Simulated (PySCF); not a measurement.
Series: Y=E=Y. Gas-phase values, no solvent. Strings in code marks are SMILES.

Computed with PBE-D3(BJ)/def2-TZVP // B3LYP-D3(BJ)/def2-TZVP (PySCF 2.14.0). All candidates: neutral, multiplicity 1. Excitations are Tamm–Dancoff values on a coarser integration grid. The basis has no diffuse functions, so Rydberg states are missing or too high.

| Item | Value |
|---|---|
| HOMO | -6.77 eV |
| dipole moment | 0.00 D |
| S1 excitation (TDA) | 4.00 eV |

Question: Name which member has these values.
A. `C=C=C`
B. `N=C=O`
C. `O=C=S`
D. `S=C=S`

Answer: D, `S=C=S`. The others give `O=C=S`: -7.44 eV, 0.68 D, 5.61 eV; `C=C=C`: -6.55 eV, 0.00 D, 5.85 eV; `N=C=O`: -7.37 eV, 2.10 D, 6.62 eV
